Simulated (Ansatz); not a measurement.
```yaml
crystal:
  periodic: [false, false, false]
  atoms:
    - {symbol: C, position_ang: [-1.474801, 0.193479, 0.003531]}
    - {symbol: As, position_ang: [0.283301, -0.056647, -0.000504]}
    - {symbol: H, position_ang: [-1.982513, 1.145513, -0.003187]}
    - {symbol: H, position_ang: [-2.149961, -0.651395, 0.013511]}
    - {symbol: H, position_ang: [0.648172, 1.410994, -0.014956]}
basis:
  gaussian: {orbitals: def2-TZVP}
hamiltonian: {xc: pbe0}
relax: {f_tol: 0.004, max_steps: 80}
```

```sh
$ ansatz run in.yaml --threads 1 --pin off --events-out ev --progress --plain --max-ram 2176MiB
```

Steps of the relaxation (energy above the last step; positions in Å, forces in eV/Å):

```
5
step 1, 9.1 meV
C    -1.475    0.193    0.004    0.016   -0.062    0.000
As    0.283   -0.057   -0.001   -0.238   -0.280    0.003
H    -1.983    1.146   -0.003    0.091    0.262   -0.003
H    -2.150   -0.651    0.014    0.050   -0.235    0.002
H     0.648    1.411   -0.015    0.082    0.315   -0.003
```

```
5
step 2, 1.1 meV
C    -1.479    0.191    0.004   -0.095   -0.008    0.000
As    0.275   -0.062    0.000   -0.042   -0.037    0.000
H    -1.971    1.156   -0.003    0.067    0.056   -0.001
H    -2.148   -0.663    0.014    0.048   -0.064    0.000
H     0.647    1.419   -0.015    0.022    0.053   -0.001
```

```
5
step 3, 0.0 meV
C    -1.484    0.191    0.004   -0.041    0.019    0.000
As    0.270   -0.061    0.000    0.023   -0.012    0.000
H    -1.966    1.161   -0.003    0.012   -0.012    0.000
H    -2.146   -0.670    0.014    0.018    0.007    0.000
H     0.650    1.421   -0.015   -0.012   -0.002    0.000
```

```
5
step 5, 0.0 meV
C    -1.484    0.191    0.004    0.001    0.000    0.000
As    0.270   -0.062    0.000   -0.001    0.001    0.000
H    -1.964    1.162   -0.003    0.000    0.000    0.000
H    -2.145   -0.670    0.014    0.000    0.000    0.000
H     0.647    1.421   -0.015    0.000    0.000    0.000
```

Close pairs at the end: C1–H3 1.083 Å, C1–H4 1.085 Å, As2–H5 1.531 Å, C1–As2 1.773 Å.

A stationary point of restricted PBE0 after 5 steps (its stability towards spin polarisation wasn't tested); no frequencies were run, so it isn't proven a minimum. 21 s on 1 thread of Intel Xeon Platinum 8259CL, shared host.
